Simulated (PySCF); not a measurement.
**CH2FN: a look at the electrons**

For CH2FN, the scripts below find what binds its two fragments and compute its lowest excited states.

The runs use PySCF 2.14.0; levels as typed in each script, gas phase, geometry from start geometry of a pair search.

### Step 1. Where the work starts

SMILES `F.C#N`, 5 atoms, charge 0, spin multiplicity 1.

Bond lengths: F1–H2 0.934 Å, C3–N4 1.139 Å, C3–H5 1.059 Å. Angles: N4–C3–H5 179.3°.

Geometry (Å):

```xyz
5
charge 0, multiplicity 1
F    -2.1798   -0.0019    0.0213
H    -2.9923   -0.4387   -0.1252
C     1.1489    0.1956   -0.0166
N     2.2246   -0.1783    0.0106
H     0.1449    0.5302   -0.0412
```

### Step 2. Binding of the two fragments (TPSS/def2-svpd)

input.py reads:

```python
import numpy as np
from pyscf import gto, scf, dft
from pyscf.scf import atom_ks, atom_hf
from scipy.linalg import block_diag
from pyscf.dispersion import dftd3

def solve(mol, dm0=None, hcore=None):
    mf = (dft.UKS if mol.spin else dft.RKS)(mol, xc='tpss')
    mf.grids.level = 3
    mf = mf.density_fit(auxbasis='def2-universal-jkfit')
    mf.conv_tol, mf.max_cycle = 1e-8, 80
    if hcore is not None:
        mf.get_hcore = lambda *args: hcore
    mf.kernel(dm0)
    if not mf.converged:
        mf = mf.newton().run(mf.mo_coeff, mf.mo_occ, max_cycle=30)
    assert mf.converged, 'SCF not converged'
    return mf

mol = gto.M(atom='''
F     -2.17978    -0.00194     0.02134
H     -2.99228    -0.43866    -0.12516
C      1.14889     0.19564    -0.01661
N      2.22458    -0.17827     0.01057
H      0.14487     0.53017    -0.04121
''', basis='def2-svpd', charge=0, spin=0, verbose=4)
mol_a = gto.M(atom='''
F     -2.17978    -0.00194     0.02134
H     -2.99228    -0.43866    -0.12516
ghost-C      1.14889     0.19564    -0.01661
ghost-N      2.22458    -0.17827     0.01057
ghost-H      0.14487     0.53017    -0.04121
''', basis='def2-svpd', charge=0, spin=0, verbose=4)
mol_b = gto.M(atom='''
ghost-F     -2.17978    -0.00194     0.02134
ghost-H     -2.99228    -0.43866    -0.12516
C      1.14889     0.19564    -0.01661
N      2.22458    -0.17827     0.01057
H      0.14487     0.53017    -0.04121
''', basis='def2-svpd', charge=0, spin=0, verbose=4)
ab, a, b = solve(mol), solve(mol_a), solve(mol_b)
e_int = ab.e_tot - a.e_tot - b.e_tot
print('counterpoise-corrected interaction energy / kcal/mol', e_int * 627.5095)
def disp(atoms, charge):
    m = gto.M(atom=atoms, charge=charge, basis='sto-3g', spin=None, unit='Bohr', verbose=0)
    return dftd3.DFTD3Dispersion(m, xc='tpss', version='d3bj').get_dispersion()['energy']
e_disp = disp(mol._atom, mol.charge) - disp(mol._atom[:2], mol_a.charge) - disp(mol._atom[2:], mol_b.charge)
print('D3(BJ) part / kcal/mol', e_disp * 627.5095)
# spherically averaged free atoms, for the promolecule
atm = atom_ks.get_atm_nrks(mol, xc='tpss')
pro = block_diag(*[(atm[a[0]][2] * atm[a[0]][3]) @ atm[a[0]][2].T for a in mol._atom])
np.savez('result.npz', e_int=e_int, e_disp=e_disp, dm_a=a.make_rdm1(), dm_b=b.make_rdm1(), c=ab.mo_coeff, occ=ab.mo_occ, eps=ab.mo_energy, pro=pro, d=[f.dip_moment(verbose=0) for f in (ab, a, b)])
```

Started as:

```bash
OMP_NUM_THREADS=1 python input.py
```

### Step 4. Excited states (CAM-B3LYP/def2-svp)

input.py reads:

```python
import numpy as np
from pyscf import gto, scf, dft, tdscf
from pyscf.scf import atom_ks, atom_hf
from scipy.linalg import block_diag

def solve(mol, dm0=None, hcore=None):
    mf = (dft.UKS if mol.spin else dft.RKS)(mol, xc='camb3lyp')
    mf.grids.level = 3
    mf = mf.density_fit(auxbasis='def2-universal-jkfit')
    mf.conv_tol, mf.max_cycle = 1e-8, 80
    if hcore is not None:
        mf.get_hcore = lambda *args: hcore
    mf.kernel(dm0)
    if not mf.converged:
        mf = mf.newton().run(mf.mo_coeff, mf.mo_occ, max_cycle=30)
    assert mf.converged, 'SCF not converged'
    return mf

mol = gto.M(atom='''
F     -2.17978    -0.00194     0.02134
H     -2.99228    -0.43866    -0.12516
C      1.14889     0.19564    -0.01661
N      2.22458    -0.17827     0.01057
H      0.14487     0.53017    -0.04121
''', basis='def2-svp', charge=0, spin=0, verbose=4)
mf = solve(mol)
td = mf.TDA()
td.nstates, td.singlet, td.conv_tol = 5, True, 1e-5
td.kernel()
td.analyze()
x, y = np.array([p[0] for p in td.xy]), np.array([p[1] + 0 * p[0] for p in td.xy])
f, mu = td.oscillator_strength(), td.transition_dipole()
nto = [td.get_nto(state=i + 1, verbose=4) for i in range(len(td.e))]
# spherically averaged free atoms, for the promolecule
atm = atom_ks.get_atm_nrks(mol, xc='camb3lyp')
pro = block_diag(*[(atm[a[0]][2] * atm[a[0]][3]) @ atm[a[0]][2].T for a in mol._atom])
np.savez('result.npz', e=td.e, f=f, ok=td.converged, w=[n[0] for n in nto], nto=[n[1] for n in nto], x=x, y=y, c=mf.mo_coeff, occ=mf.mo_occ, eps=mf.mo_energy, pro=pro, mu=mu)
```

(Steps that only read results are left out.)

Q: Predict the outcome of this session. Wanted: interaction energy, counterpoise; lowest singlet excitation.

As calculated:

```
                                         quantity          value
interaction energy, counterpoise (TPSS/def2-svpd)  -2.0 kcal/mol
   lowest singlet excitation (CAM-B3LYP/def2-svp)        8.15 eV
```

In words: The counterpoise-corrected interaction energy of the frozen fragments is −2.0 kcal/mol without dispersion correction and −2.3 kcal/mol with D3(BJ). The geometry was not optimised at these levels.
